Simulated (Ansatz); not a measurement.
# Al₂+ (doublet): from Hartree-Fock to the top rungs, def2-QZVPP

An exercise on one series of results from a longer session: the logs are not shown, and one member is left open.

Program: Ansatz 0.2.0, Gaussian basis. Level of theory: def2-QZVPP, core rule «outside noble gas», up to 10 orbitals frozen. These are calculated values, not measurements.

Plan: UHF; ROHF; CCSD(T) on UHF.

**The geometry**

The geometry is a PBE0/def2-TZVP stationary point (not a proven minimum).

2 atoms, charge 1, spin multiplicity 2.

Atoms are counted from 1 here; the program's logs count them from 0.

No contacts short enough for the rule that draws bonds.

Set-up of the first run:

Contents of in.yaml:

```yaml
crystal:
  periodic: [false, false, false]
  atoms:
    - {symbol: Al, position_ang: [0.000000, 0.000000, 0.000000]}
    - {symbol: Al, position_ang: [0.000000, 0.000000, 3.237000]}
basis:
  gaussian: {orbitals: "def2-QZVPP.json"}
total_charge: 1
magnetization: {spin_polarized: true, initial_magnetization: 1}
hamiltonian: {xc: hf}
output: {orbitals: {seedname: orbitals}}
```

Launch:

```bash
ansatz run in.yaml --threads 1 --pin off --events-out ev --progress --plain --max-ram 2393MiB
```

Steps of the session up to this table: UHF; ROHF; CCSD(T) on UHF.

One table of the session follows, with a row left open; its other results are not shown here.

| method | from UCCSD(T) (meV) |
| --- | --- |
| ROHF | +2958.0 |
| UHF | +2745.6 |
| UMP2 | ? |
| UCCSD | +78.0 |
| UCCSD(T) | 0 |

Estimate the missing values for UMP2.

**Answer.** from UCCSD(T) (meV): +760.1. In the column «from UCCSD(T) (meV)» it lies between UCCSD (+78.0) and UHF (+2745.6).
